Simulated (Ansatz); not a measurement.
Geometry optimisation, RKS PBE0/def2-SVP in Ansatz.

Input:

```yaml
crystal:
  periodic: [false, false, false]
  atoms:
    - { symbol: Si, position_ang: [0.0, 0.0, 0.0] }
    - { symbol: Si, position_ang: [1.3097, 0.0, 2.0349] }
    - { symbol: H, position_ang: [-0.0051, -0.4067, 2.5222] }
    - { symbol: H, position_ang: [2.3193, -0.9353, 2.5222] }
    - { symbol: H, position_ang: [1.6149, 1.342, 2.5222] }
    - { symbol: H, position_ang: [1.6588, 0.0, 0.0648] }
    - { symbol: H, position_ang: [-0.6877, 1.1914, -0.4862] }
    - { symbol: H, position_ang: [-0.6877, -1.1914, -0.4862] }
basis:
  gaussian: { orbitals: def2-SVP }
hamiltonian:
  xc: pbe0
relax:
  f_tol: 0.15
  max_steps: 25
  restrain:
    - { distance: [1, 5], at: 1.46, k: 30.0 }
    - { distance: [0, 1], at: 3.42, k: 30.0 }
    - { distance: [0, 5], at: 2.66, k: 30.0 }
```

Command:

```bash
$ ansatz run input.yaml --threads 1 --pin off --max-ram 2048MiB --backend cpu --events-out ev --progress --plain --runs-dir out
```

Question: Where does it end, and by what steps?

Answer: The forces met the threshold. The restraints hold the end off the free minimum; the threshold counts their pulls, which the force column leaves out. Restrained pairs: Si2–H6 (2.00 → 1.48 Å), Si1–Si2 (2.42 → 3.42 Å), Si1–H6 (1.66 → 2.65 Å). After 9 steps the energy has fallen by 0.550 eV (the restraints' own energy left out); Si1 moved furthest, 1.11 Å.

```tsv
step	energy less start (eV)	largest force component (eV/Å)	accepted
0	0.0000	2.845	yes
1	1.3091	4.768	yes
2	2.6030	4.392	yes
3	2.9085	3.625	yes
4	2.5038	2.221	yes
5	1.3988	3.401	yes
6	0.2085	1.814	yes
7	-0.4018	0.957	yes
8	-0.5438	0.423	yes
9	-0.5498	0.566	yes
```

```xyz
8
Properties=species:S:1:pos:R:3
Si -1.110 0.021 -0.084
Si 1.495 -0.004 2.130
H 0.186 -0.448 2.691
H 2.570 -0.947 2.556
H 1.800 1.383 2.582
H 1.436 -0.013 0.652
H -0.410 1.099 -0.925
H -0.444 -1.090 -0.907
```

Time of the run: 25 s on 1 thread of Intel(R) Xeon(R) Platinum 8259CL CPU @ 2.50GHz (Skylake/Cascade Lake), with other jobs on the host, peak memory 0.14 GiB.
